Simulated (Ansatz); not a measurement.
**H2SO (triplet): from Hartree-Fock to the top rungs at distance O1–H3 along a hydrogen transfer = 1.098 Å, cc-pVTZ**

Aim: climb from Hartree-Fock through coupled cluster and multireference methods for H2SO (triplet) at one geometry and basis, and see what each rung misses.

Method: cc-pVTZ, core rule «outside noble gas», up to 6 orbitals frozen; program: Ansatz 0.2.0, Gaussian basis.

To be run: UHF; CCSD(T) on ROHF; CCSD(T) on UHF; BCCD(T) on ROHF; CCSDT(Q) on ROHF; CCSDT(Q) on UHF; CASSCF and NEVPT2, 4 electrons in 4 orbitals; CASSCF and NEVPT2, 14 electrons in 10 orbitals.

## Step 1: What is computed

The geometry derives from fragments relaxed apart (PBE0/def2-TZVP) and kept rigid, so it is no stationary point. A hydrogen atom is moved between rigid fragments.

4 atoms, charge 0, spin multiplicity 3.

Atoms are counted from 1 here; the program's logs count them from 0.

Bond lengths: O1–H2 0.960 Å, O1–H3 1.098 Å, H3–S4 1.564 Å. Angles: H2–O1–H3 105.1°, O1–H3–S4 180.0°.

Geometry (Å):

```xyz
4

O    -0.8777   -0.2316    0.0000
H    -1.1270    0.6949    0.0000
H     0.2203   -0.2316    0.0000
S     1.7843   -0.2316    0.0000
```

## Step 2: UHF

in.yaml reads:

```yaml
crystal:
  periodic: [false, false, false]
  atoms:
    - {symbol: O, position_ang: [-0.877673, -0.231644, 0.000000]}
    - {symbol: H, position_ang: [-1.126982, 0.694932, 0.000000]}
    - {symbol: H, position_ang: [0.220327, -0.231644, 0.000000]}
    - {symbol: S, position_ang: [1.784327, -0.231644, 0.000000]}
basis:
  gaussian: {orbitals: cc-pVTZ}
magnetization: {spin_polarized: true, initial_magnetization: 2}
hamiltonian: {xc: hf}
output: {orbitals: {seedname: orbitals}}
```

On the command line:

```sh
$ ansatz run in.yaml --threads 1 --pin off --events-out ev --progress --plain --max-ram 4096MiB --backend cpu
```

Further steps of the session: CCSD(T) on ROHF; CCSD(T) on UHF; BCCD(T) on ROHF; CCSDT(Q) on ROHF; CCSDT(Q) on UHF; CASSCF and NEVPT2, 4 electrons in 4 orbitals; CASSCF and NEVPT2, 14 electrons in 10 orbitals.

Before running them: what should the planned runs give, taken together? Wanted: UCCSDT(Q) below the RHF energy; RMP2 from UCCSDT(Q); UMP2 from UCCSDT(Q); RCCSD from UCCSDT(Q); RCCSD(T) from UCCSDT(Q); UCCSD(T) from UCCSDT(Q); RCCSDT(Q) from UCCSDT(Q); NEVPT2 pair from UCCSDT(Q); NEVPT2 valence from UCCSDT(Q).

The runs gave:

```
                         quantity                      value
   UCCSDT(Q) below the RHF energy                -12.3044 eV
              RMP2 from UCCSDT(Q)            +25.90 kcal/mol
              UMP2 from UCCSDT(Q)            +28.45 kcal/mol
             RCCSD from UCCSDT(Q)            +11.26 kcal/mol
          RCCSD(T) from UCCSDT(Q)             +1.12 kcal/mol
          UCCSD(T) from UCCSDT(Q)             +1.18 kcal/mol
         RCCSDT(Q) from UCCSDT(Q)             +0.07 kcal/mol
       NEVPT2 pair from UCCSDT(Q)            +27.70 kcal/mol
    NEVPT2 valence from UCCSDT(Q)            +44.48 kcal/mol
levels within 1 kcal/mol (43 meV)  RCCSDT, UCCSDT, RCCSDT(Q)
                    T1 diagnostic                      0.024
   effectively unpaired electrons                       2.01
```

In words: RCCSD(T) lands +1.12 kcal/mol from the yardstick (0.4 % of the correlation energy). One determinant dominates. Of the multireference levels listed NEVPT2 pair comes nearest in total energy (+27.70 kcal/mol), which doesn't show that its space is the better one. These misses are within one basis, not against nature; the frozen cores of restricted and unrestricted runs differ, which can shift their rows.
